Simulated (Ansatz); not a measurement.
Consider the formal loss of a carbene: `C=CCOC=C` → `C=COC=C` + `[CH2]` (triplet).

Isolated molecules relaxed with PBE0-D4/def2-TZVP in Ansatz; ΔE leaves out vibrations. CCSD(T)/CBS is the MP2 limit (def2-TZVPP, def2-QZVPP) plus CCSD(T) − MP2 in def2-TZVPP, frozen cores. This one scheme is used for every species. Functionals use def2-TZVPP. Triplets are unrestricted, without spin–orbit coupling. One conformer a species, not always the lowest.

`C=CCOC=C`:

Z-matrix (Å, degrees):
```
C
C 1 1.487
O 1 1.416 2 108.5
H 1 1.100 2 110.5 3 -119.3
H 1 1.097 2 111.0 3 121.2
C 2 1.324 1 123.8 3 -129.5
H 2 1.087 1 115.7 3 51.9
C 3 1.344 1 116.4 2 -178.2
H 6 1.086 2 121.4 1 2.1
H 6 1.083 2 121.6 1 -177.7
C 8 1.330 3 128.2 1 -0.6
H 8 1.085 3 110.1 1 179.5
H 11 1.081 8 123.7 3 -0.1
H 11 1.081 8 118.6 3 180.0
```

`C=COC=C`:

Cartesian coordinates in Å:
```
C -0.076 1.636 0.933
C 0.493 0.486 1.270
O 0.548 -0.649 0.530
C -0.316 -0.776 -0.513
C -0.004 -1.468 -1.596
H -0.552 1.802 -0.025
H -0.047 2.457 1.635
H 1.008 0.343 2.213
H -1.286 -0.311 -0.357
H 0.977 -1.908 -1.721
H -0.744 -1.612 -2.370
```

`[CH2]` (triplet):

Cartesian coordinates in Å:
```
C 0.152 0.163 0.162
H -0.662 0.692 -0.308
H 0.509 -0.855 0.146
```

```tsv
level	ΔE (eV)
r2SCAN-D4	4.18
ωB97M-V	4.47
PBE0	4.34
MP2/CBS(def2)	4.60
```

What does CCSD(T)/CBS give? (An estimate is asked.)

Ansatz gave: +4.48 eV. The listed levels differ from it by -0.30, -0.01, -0.14, 0.12 eV.

Largest T1 diagnostic among the species: 0.013.

In def2-TZVPP, CCSD(T) changes the Hartree–Fock value by +1.38 eV (the triples alone add +0.11 eV) and MP2 by +1.50 eV. At CCSD(T), def2-SVP lies −0.18 eV from the extrapolated value and def2-TZVPP −0.12 eV. From PBE to PBE0 (25 % exact exchange), in def2-TZVPP and without D4, ΔE moves by −0.06 eV.
